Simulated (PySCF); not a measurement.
Molecule: SMILES CCSSC, C3H8S2.

Structure with atom numbers: `[CH3:1][CH2:2][S:3][S:4][CH3:5]`. Each H is labelled by its parent atom.

Geometry PBE0-D3(BJ)/def2-SVP throughout; GIAO in PySCF 2.14, gas phase, one conformer, non-relativistic; equivalent atoms averaged; functional PBE0.

Problem. How do the absolute shieldings σ depend on the basis set? (ppm; last column core-seconds on shared hosts with different chips, so compare them loosely)

Solution. 
| basis set | functions | C2 | C5 | C1 | S3 | S4 | H(C2) | H(C1) | H(C5) | core-s |
| --- | --- | --- | --- | --- | --- | --- | --- | --- | --- | --- |
| STO-3G | 41 | 205.3 | 212.4 | 215.6 | 612.2 | 657.3 | 31.69 | 31.74 | 31.80 | 2.6 |
| 6-31G | 69 | 168.3 | 176.4 | 184.1 | 443.2 | 553.1 | 30.19 | 31.14 | 30.59 | 5 |
| pcSseg-0 | 69 | 160.8 | 168.4 | 177.2 | 423.2 | 544.5 | 30.68 | 31.40 | 30.94 | 4.1 |
| 6-31G* | 94 | 164.1 | 171.9 | 179.3 | 439.1 | 539.1 | 29.68 | 30.65 | 30.05 | 6.7 |
| def2-SVP | 118 | 163.2 | 171.6 | 179.9 | 473.7 | 570.2 | 29.25 | 30.17 | 29.51 | 8 |
| cc-pVDZ | 118 | 163.7 | 173.3 | 181.3 | 459.4 | 556.3 | 29.06 | 30.05 | 29.32 | 8.5 |
| pcSseg-1 | 139 | 151.7 | 160.1 | 169.5 | 392.8 | 505.0 | 29.01 | 29.95 | 29.21 | 16 |
| aug-cc-pVDZ | 195 | 160.9 | 170.3 | 180.7 | 446.1 | 545.3 | 28.84 | 29.97 | 29.13 | 17 |
| 6-311+G(2d,p) | 199 | 153.0 | 161.6 | 172.1 | 379.2 | 489.3 | 29.02 | 30.16 | 29.30 | 18 |
| def2-TZVP | 215 | 153.4 | 162.4 | 171.6 | 369.8 | 479.7 | 29.10 | 30.15 | 29.39 | 21 |
| cc-pVTZ | 270 | 154.3 | 163.1 | 172.5 | 424.3 | 524.9 | 28.89 | 29.96 | 29.17 | 28 |
| IGLO-III | 273 | 150.0 | 159.2 | 168.6 | 386.7 | 496.5 | 28.88 | 30.00 | 29.17 | 28 |
| pcSseg-2 | 306 | 150.1 | 159.2 | 168.9 | 381.8 | 493.4 | 28.86 | 29.92 | 29.15 | 39 |

Problem. Which nucleus moves most, in ppm?

Solution. S3 (disulfide sulfur): from 369.8 ppm with def2-TZVP to 612.2 ppm with STO-3G. The smallest spread is 1.82 ppm, at H(C1). Proton shifts span only some 12 ppm, so a few tenths of a ppm matter as much there as several ppm in carbon.

Problem. Taking the largest basis, pcSseg-2 (306 functions), as the yardstick, rank the others by their worst heavy-atom deviation.

Solution. 6-311+G(2d,p) 4.0 ppm (199 functions), IGLO-III 4.9 ppm (273 functions), pcSseg-1 11.7 ppm (139 functions), def2-TZVP 13.6 ppm (215 functions), cc-pVTZ 42.5 ppm (270 functions), pcSseg-0 51.2 ppm (69 functions), 6-31G* 57.3 ppm (94 functions), 6-31G 61.4 ppm (69 functions), aug-cc-pVDZ 64.4 ppm (195 functions), cc-pVDZ 77.6 ppm (118 functions), def2-SVP 92.0 ppm (118 functions), STO-3G 230.4 ppm (41 functions).

A small basis that lands close on one nucleus may do so by chance; judge by the trend and by all nuclei.
